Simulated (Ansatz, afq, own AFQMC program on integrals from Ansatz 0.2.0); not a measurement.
## AlP, triplet: AFQMC among the cluster methods

```xyz
2

Al    0.0000    0.0000    0.0000
P     0.0000    0.0000    3.6140
```

Basis 6-31G. Noble-gas cores (and the filled d shells of Ga–Kr and In–Xe) are frozen. Ansatz 0.2.0 and our own AFQMC program on the same integrals; the CISD trial comes from CCSD amplitudes, and released means the phaseless constraint is let go. ± is one standard error of the sampling.

Determinant: ROHF, the one that the program's search chose, which needn't be the lowest solution. The geometry is a point of a scan.

Full CI on the same integrals is exact in this basis and with this determinant's frozen core.

Cautions: lower spins were not checked; a spin-contaminated unrestricted determinant lies lower (UHF 829 meV lower, ⟨S²⟩ 2.76); strong correlation (T1 0.080, weight of the determinant 0.77, largest double 0.25); the released energies are still falling, so no released level is given (meV from the phaseless value at times in 1/Eh: 0.0 ± 2.4 at 0.24, -3.2 ± 2.1 at 0.51, -5.1 ± 2.1 at 0.99, -5.9 ± 2.5 at 1.62, -14.7 ± 1.5 at 2.40).

```
T1 diagnostic                               : 0.0799
weight of the determinant in the CISD state : 0.772
size of the correlated space                : 8 electrons in 16 orbitals
```

```json
{"level": "MP2", "correlation energy (eV)": "-1.5109"}
{"level": "CCSD", "correlation energy (eV)": "-2.3983"}
{"level": "CCSD(T)", "correlation energy (eV)": "-2.4545"}
```

Q: Estimate where full CI lies against CCSD(T) on the same integrals.

A: 23.8 meV below CCSD(T).

Reference: full CI, correlation energy -2.478 eV. The cautions show a poor starting determinant, so the rows tell how each method copes with it here, and full CI is the sure value.

```json
{"level": "CCSD(T)", "E − E(reference) (meV)": "23.8", "share of correlation (%)": "99.04"}
{"level": "CCSDT", "E − E(reference) (meV)": "5.0", "share of correlation (%)": "99.80"}
{"level": "CCSDT(Q)", "E − E(reference) (meV)": "1.1", "share of correlation (%)": "99.96"}
{"level": "CCSDTQ", "E − E(reference) (meV)": "0.1", "share of correlation (%)": "100.00"}
{"level": "ph-AFQMC/CISD", "E − E(reference) (meV)": "31.0 ± 2.8", "share of correlation (%)": "98.75"}
```

CCSDT and higher add their correlation energy to the determinant of the CCSD(T) run, since their own runs factorise the integrals more tightly (a shift of under 2 meV). A walk keeps the symmetry of its determinant, which the program's search chose and which needn't be the lowest solution, so a lower state of the same spin and another symmetry isn't excluded.
